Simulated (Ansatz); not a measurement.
Input file:

```yaml
crystal:
  periodic: [false, false, false]
  atoms:
    - {symbol: Al, position_ang: [-0.001559, 0.000962, -0.130531]}
    - {symbol: H, position_ang: [0.507030, 0.002617, 1.988009]}
    - {symbol: H, position_ang: [-2.052836, -0.033178, 1.889788]}
    - {symbol: H, position_ang: [0.791609, 1.384125, -0.186560]}
    - {symbol: H, position_ang: [0.795920, -1.379314, -0.197053]}
basis:
  gaussian: {orbitals: 6-31G}
magnetization: {spin_polarized: true, initial_magnetization: 1}
correlation: {method: ccsdt_q, electrons: outside_noble_gas}
```

```sh
$ ansatz run in.yaml --threads 1 --pin off --events-out ev --progress --plain --max-ram 2393MiB
```

The program prints:

```
461 factors; integrals over basis functions are off by at most 8.6e-8 eV
mean field evaluation 1: about -6637.7668 eV, gradient 6.5e0 eV
mean field evaluation 2: about -6637.7689 eV, gradient 6.5e0 eV
mean field evaluation 4: about -6638.8212 eV, gradient 1.9e0 eV
mean field evaluation 8: about -6639.2403 eV, gradient 4.2e-1 eV
mean field evaluation 16: about -6639.2872 eV, gradient 9.9e-5 eV
mean field evaluation 32: about -6639.2358 eV, gradient 3.2e-1 eV
mean field evaluation 64: about -6638.7789 eV, gradient 2.1e-1 eV
mean field evaluation 96: about -6638.9349 eV, gradient 7.4e-1 eV
mean field evaluation 128: about -6638.7480 eV, gradient 7.0e-1 eV
mean field evaluation 160: about -6636.6999 eV, gradient 3.0e0 eV
...
cycle  29  -1.95132982 eV  change    8.7e-6 eV  update   4.5e-6
cycle  30  -1.95132323 eV  change    6.6e-6 eV  update   2.5e-6
cycle  31  -1.95132068 eV  change    2.5e-6 eV  update   1.5e-6
cycle  32  -1.95131892 eV  change    1.8e-6 eV  update   1.1e-6
cycle  33  -1.95131729 eV  change    1.6e-6 eV  update   8.6e-7
cycle  34  -1.95131554 eV  change    1.7e-6 eV  update   6.6e-7
cycle  35  -1.95131413 eV  change    1.4e-6 eV  update   4.9e-7
cycle  36  -1.95131324 eV  change    8.9e-7 eV  update   3.6e-7
cycle  37  -1.95131254 eV  change    6.9e-7 eV  update   2.4e-7
cycle  38  -1.95131239 eV  change    1.6e-7 eV  update   1.5e-7
perturbative correction -0.00576971 eV, -0.0002120329 hartree
Total energy: -6641.24428279 eV, -244.0612257956 hartree
```

For the same geometry and basis full CI lies 2.5 meV higher.

Ran on 1 thread of Arm Neoverse V1, shared host: 2.5 s wall, 0.16 GiB peak host memory.
